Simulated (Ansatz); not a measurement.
C4H6O can be A, `C/C=C/C=O`, or B, `C=C=CCO`.

Computed with Ansatz on PBE0-D4/def2-TZVP structures; ΔE is electronic, products minus reactants. CCSD(T)/CBS adds triple-zeta CCSD(T) − MP2 to the extrapolated MP2 energy (def2 sets, frozen cores). DFT in def2-TZVPP. B3LYP here is the variant with VWN-RPA as its local correlation; programs differ in this. One conformer a species, not always the lowest.

Question: Which is lower in electronic energy at CCSD(T)/CBS, and by how much? (An estimate is asked.)

Answer: Ansatz gave: A, by 114.6 kJ/mol.

Question: Give E(B) − E(A) in kJ/mol with CCSD(T)/def2-SVP, r2SCAN-D4, PBE-D4, MP2/def2-TZVPP, B2PLYP, B3LYP, ωB97M-V. (Best estimate.)

Answer: Ansatz gave: CCSD(T)/def2-SVP 137.5, r2SCAN-D4 120.0, PBE-D4 117.5, MP2/def2-TZVPP 122.2, B2PLYP 121.2, B3LYP 117.7, ωB97M-V 114.4. None reverses the order clearly.

Question: Does the order hold for the free energy at 298.15 K (harmonic terms from PBE0-D4)? (An estimate is asked.)

Answer: Ansatz gave: Yes: G(B) − G(A) = +113.7 kJ/mol, for one conformer each.

Largest T1 diagnostic: 0.014.

In def2-TZVPP, CCSD(T) changes the Hartree–Fock value by −9.9 kJ/mol (the triples alone add +1.2 kJ/mol) and MP2 by −5.9 kJ/mol. Leaving LDA and LC-ωPBE aside and taking each functional with its dispersion term where it has one, the values, not all of them listed here, spread over 10.1 kJ/mol, from ωB97M-V to B97M-V. LDA lies −8.3 kJ/mol from PBE without D4.
